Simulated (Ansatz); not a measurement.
Results of r²SCAN-D4 (Ansatz, an electronic-structure program, plane waves, PAW) for diamond-structure Ge.

Numerical settings: plane-wave cutoff 560 eV, 10×10×10 k mesh, Fermi–Dirac smearing 0.01 eV, scalar-relativistic PAW data made under PBE.

Results at a series of volumes:

```json
[
 {"V (Å³/atom)": "21.262", "E − E_lowest (meV/atom)": "20.96", "P (GPa)": "5.25"},
 {"V (Å³/atom)": "21.714", "E − E_lowest (meV/atom)": "8.95", "P (GPa)": "3.30"},
 {"V (Å³/atom)": "22.166", "E − E_lowest (meV/atom)": "2.15", "P (GPa)": "1.55"},
 {"V (Å³/atom)": "22.619", "E − E_lowest (meV/atom)": "0.00", "P (GPa)": "0.00"},
 {"V (Å³/atom)": "23.071", "E − E_lowest (meV/atom)": "1.99", "P (GPa)": "-1.38"},
 {"V (Å³/atom)": "23.524", "E − E_lowest (meV/atom)": "7.67", "P (GPa)": "-2.61"},
 {"V (Å³/atom)": "23.976", "E − E_lowest (meV/atom)": "16.50", "P (GPa)": "-3.64"}
]
```

### Question
What bulk modulus B0 and pressure derivative B′ does a third-order Birch–Murnaghan fit give?

### Answer
V0 = 22.618 Å³/atom, B0 = 72.9 GPa, B′ = 5.0 (fit to the energies at full precision).

Measured, for comparison: bulk modulus 77.3 GPa (low-temperature value with the zero-point effect removed, our sources range from 77.3 to 79.4; as tabulated in Tanner et al. (2021), arXiv:2110.11888); equilibrium volume per atom 22.47 Å³/atom (static lattice: zero-point anharmonic expansion removed; as tabulated in Mejia-Rodriguez and Trickey (2018), arXiv:1807.09216). Computed (rounded) less measured: bulk modulus -6 % (-6 % to -8 % over the range), equilibrium volume per atom +0.7 %.

Static lattice: no zero-point or thermal effects.

It cost around 70 core-seconds (rough) of CPU time.
